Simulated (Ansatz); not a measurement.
Basis-set extrapolation for BF (`[B]F`) (PBE0-D4/def2-TZVP geometry, frozen core, Ansatz 0.2.0). Multiplicity 1, RHF reference.

```tsv
	def2-TZVPP	def2-QZVPP
HF	-124.162243	-124.168076
MP2 correlation	-0.319780	-0.348773
CCSD(T) correlation	-0.343420	-0.370877
```

Energies in hartree. Use E(X) = E(∞) + A·exp(−7.88·√X) for Hartree–Fock and E(X) = E(∞) + B·X^(−2.97) for correlation, with X = 3 and 4.

Q: What is the CCSD(T) energy at the basis-set limit?

A: HF limit: -124.168076 + (-0.005833) × 0.13774 = -124.16888. Correlation limit: -0.370877 + (-0.027457) × 0.74074 = -0.39122. Total: -124.56010 hartree, 34.2 kcal/mol below CCSD(T)/def2-TZVPP.
